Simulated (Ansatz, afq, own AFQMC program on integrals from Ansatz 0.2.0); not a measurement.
Integrals from Ansatz 0.2.0, then the random walk in our own AFQMC program (afq).

```yaml
crystal:
  periodic: [false, false, false]
  atoms:
    - {symbol: Al, position_ang: [-1.166627, 0.000000, 0.000000]}
    - {symbol: H, position_ang: [-1.959551, 1.373384, 0.000000]}
    - {symbol: H, position_ang: [-1.959550, -1.373384, 0.000000]}
    - {symbol: H, position_ang: [0.951373, 0.000000, 0.000000]}
    - {symbol: O, position_ang: [2.154373, 0.000000, 0.000000]}
basis:
  gaussian: {orbitals: cc-pVTZ}
magnetization: {spin_polarized: true, initial_magnetization: 2}
correlation: {method: ccsd_t, electrons: outside_noble_gas, hamiltonian_folder: ham}
```

```sh
$ ansatz run in.yaml --threads 1 --pin off --events-out ev --progress --plain --max-ram 24576MiB --backend cuda --devices 0, --max-vram 18GiB
```

afq runs on the folder ham with

```
--method phaseless --trial cisd --walkers 1000 --populations 20 --least-time 60 --time-step 0.005 --steps-per-block 50 --equilibration-blocks 28 --max-blocks 4000 --target-error 0.00021 --factor-cut 1e-05 --start spin_pure --seed 7810 --release-times 0.24,0.51,0.99,1.62,2.4 --release-step 0.03 --release-every 3 --taylor-order 6
```

Times are imaginary, in 1/Eh. The walk had a cap of 242 s. With eight or more populations the least sampling time is a fifth of least-time, and the error comes from their spread.

Output of the walk:

```
orbitals 100  electrons 7 5  factors 620 of 629
reference energy -318.42338607 Eh
CCSD correlation -0.31092393 Eh in 13 cycles, weight of the determinant in the CISD state 0.8817
energy of the start -318.731676 Eh
 block  time / (1/Eh)  mean weight  energy / Eh
     1     0.250  1.0005  -318.731185
     2     0.500  1.0008  -318.734849
     3     0.750  0.9995  -318.737268
     4     1.000  0.9990  -318.740508
     5     1.250  1.0001  -318.740966
    11     2.750  0.9997  -318.744078
    23     5.750  0.9998  -318.745025
    35     8.750  0.9999  -318.741687
    37     9.250  0.9994  -318.741164
    47    11.750  0.9991  -318.742419
    59    14.750  1.0011  -318.745381
    63    15.750  0.9987  -318.746051
    71    17.750  1.0002  -318.743956
    83    20.750  1.0003  -318.744894
    95    23.750  0.9995  -318.744878
   107    26.750  0.9995  -318.744354
   117    29.250  0.9991  -318.742583
error from the spread of 20 populations
released: time / (1/Eh)  energy / Eh  error  mean overlap
  0.24  -318.743841  0.000214  0.9942
  0.51  -318.743814  0.000202  0.9902
  0.99  -318.744042  0.000218  0.9851
  1.62  -318.743856  0.000269  0.9847
  2.40  -318.744407  0.000438  0.9642
energy -318.743388 +/- 0.000205 Eh
(rows thinned)
```

The run passed its tests (sampling time, drift between the halves within three errors, error under three times the target), which doesn't prove that it has relaxed.

Against this walk (error 5.6 meV) on the same determinant: CCSD(T) 21.8 meV higher. The error is statistical and leaves out the bias of the constraint. Released to 1.62 1/Eh the energy moves by -13 ± 9 meV (both errors), within twice the noise.

Cautions: constraint bias not in the error; lower spins were not checked; unrestricted determinant slightly spin contaminated (⟨S²⟩ 2.05 against 2.00).

The walk took 74 s on 1 × NVIDIA H100 80GB HBM3 with 2 threads of AMD EPYC 7R13 Processor (Zen 3), on a shared host (the card was shared). The log's last line is the phaseless energy.

A walk keeps the symmetry of its determinant, which the program's search chose and which needn't be the lowest solution, so a lower state of the same spin and another symmetry isn't excluded.
